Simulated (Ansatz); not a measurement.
# PH₂O+ (triplet): the correlation ladder, cc-pVDZ

An exercise on one series of results from a longer session: the logs are not shown, and one member is left open.

Method: cc-pVDZ, core rule «outside noble gas», up to 6 orbitals frozen; program: Ansatz 0.2.0, Gaussian basis.

The runs, in order: UHF; CCSD(T) on ROHF; CCSD(T) on UHF; BCCD(T) on ROHF; CISD; CCSDT(Q) on ROHF; CCSDT(Q) on UHF; CASSCF and MRCISD+Q, 12 electrons in 10 orbitals; CASSCF and NEVPT2, 12 electrons in 10 orbitals.

27 further runs of the same task are left out: 4 for a known fault of the program, 11 that didn't finish, 12 set aside as unsound or not needed.

## The geometry

The geometry is a PBE0/def2-TZVP stationary point (not a proven minimum) of the parent state, kept for this charge and spin.

4 atoms, charge 1, spin multiplicity 3.

Atoms are counted from 1 here; the program's logs count them from 0.

Bond lengths: O1–P2 1.488 Å, P2–H3 1.397 Å, P2–H4 1.397 Å. Angles: O1–P2–H3 123.4°, O1–P2–H4 123.4°, H3–P2–H4 113.3°.

Set-up of the first run:

Input file in.yaml:

```yaml
crystal:
  periodic: [false, false, false]
  atoms:
    - {symbol: O, position_ang: [0.000000, 0.000000, 1.033778]}
    - {symbol: P, position_ang: [0.000000, 0.000000, -0.454425]}
    - {symbol: H, position_ang: [0.000000, -1.166853, -1.222577]}
    - {symbol: H, position_ang: [0.000000, 1.166853, -1.222577]}
basis:
  gaussian: {orbitals: cc-pVDZ}
total_charge: 1
magnetization: {spin_polarized: true, initial_magnetization: 2}
hamiltonian: {xc: hf}
output: {orbitals: {seedname: orbitals}}
```

Command:

```bash
$ ansatz run in.yaml --threads 1 --pin off --events-out ev --progress --plain --max-ram 2393MiB
```

Among the steps run: UHF; CCSD(T) on ROHF; CCSD(T) on UHF; BCCD(T) on ROHF; CISD; CCSDT(Q) on ROHF; CCSDT(Q) on UHF; CASSCF and MRCISD+Q, 12 electrons in 10 orbitals; CASSCF and NEVPT2, 12 electrons in 10 orbitals.

One table of the session follows, with a row left open; its other results are not shown here.

| method | from UCCSDT(Q) (kcal/mol) |
| --- | --- |
| ROHF | ? |
| UHF | +176.86 |
| RMP2 | +26.58 |
| UMP2 | +27.22 |
| CISD | +18.20 |
| RCCSD | +5.58 |
| UCCSD | +5.48 |
| RCCSD(T) | +1.11 |
| UCCSD(T) | +1.14 |
| BCCD(T) | +1.08 |
| RCCSDT | +0.39 |
| UCCSDT | +0.37 |
| RCCSDT(Q) | +0.05 |
| UCCSDT(Q) | 0 |
| CASSCF valence | +137.25 |
| NEVPT2 valence | +26.05 |
| MRCISD valence | +9.62 |
| MRCISD+Q valence | +1.18 |

**Question.** Estimate the row for ROHF.

The run gave: from UCCSDT(Q) (kcal/mol): +182.27. In the column «from UCCSDT(Q) (kcal/mol)» it is the highest.

Among the levels timed on like hardware and quicker than the yardstick, those that no quicker one beats, quickest first: CISD (11 s, +18.20 kcal/mol); BCCD(T) (15 s, +1.08 kcal/mol).

To keep in mind: Of the multireference levels listed MRCISD+Q valence comes nearest in total energy (+1.18 kcal/mol), which doesn't show that its space is the better one. Restricted and unrestricted rows rest on different reference determinants; where their highest levels disagree by more than a few hundredths of an eV, they describe different states and don't form one ladder.
